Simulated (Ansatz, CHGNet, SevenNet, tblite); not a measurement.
# LA phonon frequency at X of zinc-blende GaP: levels of theory against measurement

Reference value: 255 cm⁻¹ (measured, 4 K, not corrected to a static lattice; as tabulated in Ioffe Institute, NSM Archive: GaP, mechanic properties page).

| level (code) | value (cm⁻¹) | cell (Å³/atom) |
|---|---|---|
| GFN2-xTB (tblite) | (withheld) | 22.99 |
| CHGNet-r²SCAN (CHGNet) | 138 | 20.32 |
| SevenNet-0 (SevenNet) | (withheld) | 20.88 |
| SevenNet-l3i5 (SevenNet) | 205 | 20.86 |
| LDA (Ansatz) | 251 | 19.59 |
| PBE (Ansatz) | 241 | 20.87 |
| r²SCAN (Ansatz) | 252 | 20.25 |

Question: Some entries are withheld; supply them.

Answer: 
- GFN2-xTB (tblite), value (cm⁻¹): 188
- SevenNet-0 (SevenNet), value (cm⁻¹): 202

Differences against the reference: GFN2-xTB -26 %, CHGNet-r²SCAN -46 %, SevenNet-0 -21 %, SevenNet-l3i5 -19.6 %, LDA -1.6 %, PBE -5.5 %, r²SCAN -1.2 %.

Nearest, and too close to rank with a margin of 3.0 % (twice that across the reference) picked here for doubts on the reference and the settings, and for temperature and zero-point motion: r²SCAN (-1.2 %), LDA (-1.6 %). CHGNet-r²SCAN (-46 %) lies farthest from it. Within 10 %: LDA, PBE, r²SCAN.

The measured value isn't corrected to a static lattice, so vibrations enter the comparison.  GFN2-xTB: the method was fitted mainly to molecules. GFN2-xTB: the run uses a supercell at the zone centre in place of a k mesh. Each level is taken at its own relaxed cell. Cutoffs differ between the levels. Ansatz's density-functional and Hartree–Fock values are scalar-relativistic unless marked +SOC, with PAW data made under PBE.

Machine-learned potentials (CHGNet-r²SCAN, SevenNet-0, SevenNet-l3i5) are trained on DFT data, which may include these solids.

Differences are worked out from the printed values.

Ansatz is an electronic-structure program.
